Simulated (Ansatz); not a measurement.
Basis-set extrapolation for `C=C(C)C(N)=O` (PBE0-D4/def2-TZVP geometry, frozen core, the Gaussian-basis code of Ansatz). Multiplicity 1, RHF reference.

|  | def2-TZVPP | def2-QZVPP |
| --- | --- | --- |
| HF | -284.976991 | -284.989805 |
| MP2 correlation | -1.090443 | -1.165661 |
| CCSD(T) correlation | -1.173442 | not run |

Energies in hartree. Use E(X) = E(∞) + A·exp(−7.88·√X) for Hartree–Fock and E(X) = E(∞) + B·X^(−2.97) for correlation, with X = 3 and 4, and add CCSD(T) minus MP2 of the smaller set to the MP2 limit.

Question: What is the CCSD(T) energy at the basis-set limit?

Answer: HF limit: -284.989805 + (-0.012814) × 0.13774 = -284.99157. MP2 limit: -1.165661 + (-0.075218) × 0.74074 = -1.22138. Higher-order term: -1.173442 − (-1.090443) = -0.08300. Total: -286.29595 hartree, 3.96 eV below CCSD(T)/def2-TZVPP.
